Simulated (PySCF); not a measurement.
**BH⁺ at r²SCAN**

Level: r²SCAN. B jorge-DZP-DKH, H jorge-DZP-DKH; spin-free X2C with a Gaussian nucleus (PySCF 2.14).

```
state                                                                                                             : ²Σ⁺ (doublet), unpaired electrons σ ↑
bond length                                                                                                       : 122.7 pm
harmonic wavenumber                                                                                               : 2516 cm⁻¹
force constant                                                                                                    : 3.44 mdyn/Å
rotational constant Be                                                                                            : 12.12 cm⁻¹
anharmonicity ωexe                                                                                                : 59.6 cm⁻¹
vibration–rotation constant αe                                                                                    : 0.416 cm⁻¹
well depth De to B⁺ + H                                                                                           : 2.76 eV
dissociation energy D0                                                                                            : 2.61 eV
bond order (Mayer)                                                                                                : 0.88
dipole moment (positive dipole points towards H; it is taken about the centre of mass and depends on that origin) : 0.41 D
```

For an ion De counts to the pair picked by the measured ionisation energies or electron affinities, which need not be the lowest pair at this level. The state is the lowest determinant that a PBE0 search found; another state may lie lower at other levels.
